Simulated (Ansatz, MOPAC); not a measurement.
**How well does each level of theory give the band gap of antifluorite Mg2Si?**

Reference value: 0.77 eV (measured, temperature not stated, not corrected to a static lattice, indirect, Γ–X; as tabulated in Ryu et al. (2019), arXiv:1905.06140).

```tsv
level (code)	value (eV)	cell (Å³/atom)	difference (eV)
PM6 semi-empirical Hartree-Fock (MOPAC)	3.19	17.53	+2.42
LDA (Ansatz)	0.16 (indirect)	21.31	-0.61
PBE (Ansatz)	0.21 (indirect)	21.31	-0.56
PBE-D4 (Ansatz)	0.18	20.84	-0.59
B3LYP (VWN-RPA form) (Ansatz)	1.27 (indirect)	21.31	+0.50
```

Leaving aside PM6 semi-empirical Hartree-Fock (MOPAC) (doubt noted below): Once the reference is moved by up to 0.15 eV (a margin picked here for doubts on the reference and the settings, and for temperature and zero-point motion) and values within 0.03 eV count as equal, the nearest can be B3LYP (VWN-RPA form) (+0.50 eV), PBE (-0.56 eV) or PBE-D4 (-0.59 eV). Every ranked level misses the reference by more than 0.3 eV.

Semilocal Kohn–Sham gaps run low as a rule, and all computed gaps are for a static lattice, while measured ones hold electron–phonon shifts unless said otherwise.  PM6 semi-empirical Hartree-Fock (MOPAC), PBE-D4: the gap is read on the k mesh or supercell of the run alone and can be too large. PM6 semi-empirical Hartree-Fock (MOPAC): the method was fitted mainly to molecules. PM6 semi-empirical Hartree-Fock (MOPAC): gaps of these semi-empirical methods are Hartree–Fock-like level differences, and their formation enthalpies are fitted 298 K values. PBE-D4: a distance lies near a switch of the dispersion term, which can move the cell. Values are at the measured cell; PM6 semi-empirical Hartree-Fock (MOPAC) at the level's own relaxed cell; PBE-D4 at the level's own equilibrium cell. Cutoffs and k meshes differ between the levels. Ansatz's density-functional and Hartree–Fock values are scalar-relativistic unless marked +SOC, with PAW data made under PBE.

Differences are worked out from the printed values.

Ansatz is a quantum-chemistry and plane-wave program.
